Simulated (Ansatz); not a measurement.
## Ansatz (development build ahead of 0.2.0) run

```yaml
crystal:
  periodic: [false, false, false]
  atoms:
    - { symbol: O, position_ang: [-0.03764, 0.00399, -0.45304] }
    - { symbol: O, position_ang: [-0.0167, 1.07073, 0.16413] }
    - { symbol: O, position_ang: [0.00365, -1.1105, 0.20704] }
basis:
  gaussian: { orbitals: def2-TZVP }
hamiltonian:
  xc: hf
```

The input is written out in the form of the current development build from the run's settings.

The run gave:

```json
{
  "Converged": "yes",
  "Total energy": "-224.35422 hartree",
  "Spin squared of the determinant": "0.000"
}
```

Caution: in another basis set an unrestricted determinant lies well below.
